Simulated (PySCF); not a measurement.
Molecule: aziridine, C₂H₅N, charge 0, multiplicity 1. SMILES: C1CN1
Geometry from a B3LYP-D3(BJ)/def2-TZVP (Ansatz) optimisation:
```xyz
8

C     -0.0266    -0.3964     0.7404
N     -0.0403     0.8719     0.0001
C     -0.0474    -0.3972    -0.7389
H      0.8868     1.2834    -0.0132
H     -0.9333    -0.6098     1.2927
H     -0.9693    -0.6112    -1.2653
H      0.8882    -0.7010     1.2359
H      0.8531    -0.7023    -1.2597
```

Dispersion corrections to the total energy (kcal/mol) from the dftd3 and dftd4 libraries through PySCF: D3(BJ) without and D4 with the three-body term, each with the damping fitted for the functional named.

```csv
functional,D3(BJ),D4
HF,-23.51,-9.47
B2PLYP,-1.77,___
HSE06,-1.35,-1.59
CAM-B3LYP,___,-1.71
TPSSh,-2.67,___
LC-wPBE,-2.07,-2.36
B3LYP,-4.11,-3.45
```

Problem. What belongs in the gaps?

Solution. 
- B2PLYP, D4: -1.48
- CAM-B3LYP, D3(BJ): -1.64
- TPSSh, D4: -2.64
